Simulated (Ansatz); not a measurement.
Results of r²SCAN (plane waves, PAW; Ansatz, a quantum-chemistry and plane-wave program) for wurtzite AlN.

Total energies, extrapolated to zero smearing (they compare only within this program, potentials and cutoff; free atoms with spin allowed, lowest state found):

```json
[
 {"system": "wurtzite AlN, relaxed", "energy (eV/atom)": "-464.2432"},
 {"system": "free Al atom", "energy (eV/atom)": "-536.8190"},
 {"system": "free N atom", "energy (eV/atom)": "-380.0244"}
]
```

Work out the cohesive energy per atom.

E_coh = [1 × (-536.8190) + 1 × (-380.0244)]/2 − (-464.2432) = 5.82 eV/atom. The reference value is 5.85 ± 0.03 eV/atom (derived here from tabulated measurements, copied from a table, unchecked, brought to a static lattice with a Debye model, atoms in their spin–orbit ground levels; inputs from the CRC Handbook), a difference of -0.03 eV/atom.

The PAW data were made under PBE.
